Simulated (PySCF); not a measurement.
Simulated outer-valence photoelectron spectrum of `Clc1ccno1`. Level of theory: EOM-IP-CCSD/aug-cc-pVDZ in PySCF, restricted Hartree–Fock reference, frozen core, non-relativistic, gas phase, PBE0-D3(BJ)/def2-SVP geometry.

Each root has a Gaussian of 0.8 eV full width with its one-hole share as area; cross sections and vibrations are left out, and the highest printed point is 100.

(ionisation energy (eV), intensity): (8.8, 1), (9.0, 3), (9.2, 10), (9.4, 24), (9.6, 42), (9.8, 53), (10.0, 46), (10.2, 29), (10.4, 16), (10.6, 17), (10.8, 37), (11.0, 72), (11.2, 100), (11.4, 99), (11.6, 70), (11.8, 37), (12.0, 19), (12.2, 21), (12.4, 38), (12.6, 58), (12.8, 71), (13.0, 75), (13.2, 71), (13.4, 61), (13.6, 52), (13.8, 51), (14.0, 56), (14.2, 54), (14.4, 45), (14.6, 41), (14.8, 48), (15.0, 55), (15.2, 49), (15.4, 38), (15.6, 34), (15.8, 44), (16.0, 53), (16.2, 48), (16.4, 31), (16.6, 15), (16.8, 5), (17.0, 1), (17.2, 0)

Problem. Where are the maxima, and how many lines lie under the curve?

Solution. 6 maxima, at 9.8, 11.3, 13.0, 14.1, 15.0 and 16.0 eV, from 8 lines. At this width some lines have no maximum of their own.

Problem. List the lines with their holes.

Solution. 
| E (eV) | leading hole (HF orbital) | area | Koopmans (eV) |
| --- | --- | --- | --- |
| 9.82 | HOMO | 0.95 | 10.07 |
| 11.26 | HOMO-1 | 0.94 | 12.08 |
| 11.33 | HOMO-2 | 0.94 | 12.99 |
| 12.71 | HOMO-3 | 0.95 | 14.10 |
| 13.27 | HOMO-4 | 0.94 | 14.34 |
| 14.10 | HOMO-5 | 0.95 | 16.07 |
| 15.03 | HOMO-6 | 0.95 | 16.41 |
| 16.06 | HOMO-7 | 0.95 | 17.51 |

The widest gap, 1.44 eV, lies between 9.82 and 11.26 eV. Only orbitals with −ε under 21 eV, eight at most, were ionised, so the high end of the curve may lack lines.
